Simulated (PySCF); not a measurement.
# Working out the electron affinity of Al

Al- [Ne] 3s2 3p2 (3P) → Al [Ne] 3s2 3p1 (2P). Calculation: PySCF 2.14, in dyall-av3z; scalar relativity by spin-free X2C-1e. Frozen: [Ne]; the 22 highest virtual orbitals dropped. Energies in hartree (1 hartree = 27.21139 eV):

```
             part  Al- (lower)   Al (upper)
              UHF  -242.317686  -242.317354
MP2 opposite-spin    -0.039873    -0.034306
    MP2 same-spin    -0.009890    -0.002619
```

Question: What does Hartree-Fock give?

Answer: (-242.317354) − (-242.317686) = 0.000332 hartree = 0.009 eV.

Question: What do MP2 and SCS-MP2 (6/5 opposite-spin, 1/3 same-spin) give?

Answer: The opposite-spin parts differ by 0.151 eV and the same-spin parts by 0.198 eV. MP2: 0.009 + (0.151) + (0.198) = 0.358 eV. SCS-MP2: 0.009 + 1.2 × (0.151) + (0.198)/3 = 0.256 eV.

A first-order spin-orbit estimate adds -0.003 eV to MP2 (valence), giving 0.355 eV against 0.433 eV (measured; photodetachment measurements, as compiled on the Wikipedia data page of electron affinities).

What remains against the reference includes basis incompleteness, the frozen core and correlation beyond second order.
